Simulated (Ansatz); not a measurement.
A made-up structure of BSiNH$_{3}$, doublet:

B1  (-0.892, -1.358, -0.436)
N2  (-0.301, -0.306, -0.108)
Si3  (0.338, 1.201, 0.340)
H4  (-1.441, -2.347, -0.744)
H5  (1.267, 1.706, -0.708)
H6  (0.097, -0.599, 0.785)
(Å)

It is relaxed with PBE-D4/def2-SVP and then PBE0-D4/def2-TZVP (Ansatz 0.2.0). Atoms count as bonded within 1.22 times the sum of their covalent radii (H–H: 0.88 Å). The end point is not checked to be a true minimum.

Problem. Does its bonding change? (A judgement: the text doesn't fix the answer.)

Solution. By the calculation: No: no bond forms or breaks.

Where it ends: The first stage lowers the energy by 1.50 eV in 32 steps. It ends as BSiNH₃ ([BH][NH][SiH]):
```xyz
6
angstrom
B -0.7672 -1.6281 -0.3438
N 0.1271 -0.5690 -0.1490
Si -0.4309 1.0889 -0.0255
H -1.9518 -1.4870 -0.4387
H 0.9759 1.6740 0.1664
H 1.1141 -0.7820 -0.0800
```

Labels in which every atom is bracketed show which atoms are joined, not bond orders.

For scale, one of the runs: PBE0-D4/def2-TZVP relaxation, 117 basis functions, launched by `ansatz run in.yaml --threads 2 --pin off --events-out ev --progress --plain --max-ram 4352MiB`. Hardware: 2 CPU threads of an Arm Neoverse V1, shared host. Wall time about 31 s.
